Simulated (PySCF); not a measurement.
# CH3Cl: the cost of one run

The runs use PySCF 2.14.0, with density-fitted response routines of our own; the level of theory stands in each step. All values are computed, except where a source is named. Atoms are numbered from 0 throughout.

## Step 1: Starting geometry

5 atoms, charge 0, multiplicity 1; geometry from: GFN2-xTB. The atoms were then displaced at random by about 0.01 Å, so the start is not that level's minimum.

Bonds of the start (Å): C0–Cl1 1.75, C0–H2 1.09, C0–H3 1.11, C0–H4 1.09.

## Step 2: Relaxing the molecule at PBE0-D3(BJ)/def2-SVP

Job settings and geometry (Å):

```
{"job": {"xc": "PBE0", "basis": "def2-SVP", "d3": "d3bj", "grid": 1, "shake": 0.01, "kind": "geom"}, "charge": 0, "multiplicity": 1}
C     -0.129070    -0.028260    -0.003960
Cl     1.620900     0.030980     0.045170
H     -0.540760    -0.063430     1.001640
H     -0.461240     0.909190    -0.493140
H     -0.456260    -0.882450    -0.587600
```

Run with:

```console
$ OMP_NUM_THREADS=1 python probes_run.py task.json out
```

This one command runs all jobs of the session in turn.

Q: Estimate the wall time and peak memory of this first job on 1 thread of Arm Neoverse N1, shared host.

About 3.8 s, with a peak of 0.27 GiB.
